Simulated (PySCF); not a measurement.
Functional dependence of a UV spectrum

Compound: HSiF (singlet state).
InChI=1S/FHSi/c1-2/h2H

Linear-response calculations in the def2-SVPD basis (PySCF; singlets by full response, triplets Tamm–Dancoff, core orbitals frozen in the response; HF means time-dependent Hartree–Fock). 'Strongest' is the level of largest summed f among the singlets computed (10 roots, of which the last may lack a degenerate partner); it can jump between rows when another state enters that window. S1 is the lowest singlet of each run and needn't be the same state throughout; f(S1) is that of one state. Isolated species at its PBE0-D3(BJ)/def2-SVP geometry, gas phase.

```json
{"functional": "LDA", "kind": "LDA", "S1 (eV)": "2.71", "f(S1)": "0.015", "strongest (eV)": "6.50", "T1 (eV)": "1.66", "HOMO (eV)": "-5.96", "gap (eV)": "2.14", "ionisation energy, ΔSCF (eV)": "9.66"}
{"functional": "PBE", "kind": "GGA", "S1 (eV)": "2.82", "f(S1)": "0.017", "strongest (eV)": "7.91", "T1 (eV)": "1.56", "HOMO (eV)": "-5.92", "gap (eV)": "2.28", "ionisation energy, ΔSCF (eV)": "9.53"}
{"functional": "B3LYP", "kind": "global hybrid, 20% exact exchange", "S1 (eV)": "2.95", "f(S1)": "0.020", "strongest (eV)": "8.07", "T1 (eV)": "1.67", "HOMO (eV)": "-6.88", "gap (eV)": "3.93", "ionisation energy, ΔSCF (eV)": "9.73"}
{"functional": "PBE0", "kind": "global hybrid, 25% exact exchange", "S1 (eV)": "2.92", "f(S1)": "0.020", "strongest (eV)": "8.16", "T1 (eV)": "1.53", "HOMO (eV)": "-7.05", "gap (eV)": "4.29", "ionisation energy, ΔSCF (eV)": "9.62"}
{"functional": "BHandHLYP", "kind": "global hybrid, 50% exact exchange", "S1 (eV)": "3.05", "f(S1)": "0.024", "strongest (eV)": "8.32", "T1 (eV)": "1.62", "HOMO (eV)": "-8.09", "gap (eV)": "6.31", "ionisation energy, ΔSCF (eV)": "9.67"}
{"functional": "CAM-B3LYP", "kind": "range-separated hybrid", "S1 (eV)": "2.92", "f(S1)": "0.020", "strongest (eV)": "8.20", "T1 (eV)": "1.61", "HOMO (eV)": "-8.37", "gap (eV)": "6.77", "ionisation energy, ΔSCF (eV)": "9.74"}
{"functional": "wB97X-D", "kind": "range-separated hybrid", "S1 (eV)": "2.94", "f(S1)": "0.021", "strongest (eV)": "8.27", "T1 (eV)": "1.71", "HOMO (eV)": "-8.93", "gap (eV)": "8.00", "ionisation energy, ΔSCF (eV)": "9.74"}
{"functional": "LC-wPBE", "kind": "range-separated hybrid", "S1 (eV)": "2.90", "f(S1)": "0.021", "strongest (eV)": "8.43", "T1 (eV)": "1.42", "HOMO (eV)": "-9.65", "gap (eV)": "9.23", "ionisation energy, ΔSCF (eV)": "9.68"}
{"functional": "HF", "kind": "Hartree–Fock", "S1 (eV)": "3.19", "f(S1)": "0.032", "strongest (eV)": "8.54", "T1 (eV)": "1.22", "HOMO (eV)": "-9.63", "gap (eV)": "10.20", "ionisation energy, ΔSCF (eV)": "not settled"}
```

S1 runs from 2.71 eV (LDA) to 3.19 eV (HF), a spread of 0.48 eV, while the orbital gap spreads over 8.1 eV. −ε(HOMO) comes closest to its own ΔSCF ionisation energy with LC-wPBE (-0.03 eV) and misses most with LDA (-3.70 eV). 'Not settled' means that the ion's SCF failed to converge or may have ended in another state than the lowest.
